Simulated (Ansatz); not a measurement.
Take Pd in the fcc (Cu type) structure (space group Fm-3m, No. 225; a = 3.943 Å) as the base.

Levels (all Ansatz, an electronic-structure program, PAW, earlier PAW set): PBE (420 eV, no SOC); r2SCAN (500 eV, no spin-orbit coupling).

Levels that relaxed their own cell: PBE and r2SCAN.

```
level   lattice parameter a
------  -------------------
PBE                 3.943 Å
r2SCAN              3.911 Å
```

Measured: lattice parameter a 3.876 Å (static lattice; corrected from measurement; as listed in Daniel Mejia-Rodriguez, S. B. Trickey, Phys. Rev. B (2018)).

Computed minus measured — lattice parameter a: PBE +1.7 %, r2SCAN +0.9 % (closest: r2SCAN).

Whether these cells are dynamically stable was not tested. The final runs are not spin-polarised. Pd lies near a magnetic instability that expansion can trigger; it was not tested. Pd has a high density of states at the Fermi level and may be magnetic at this level.
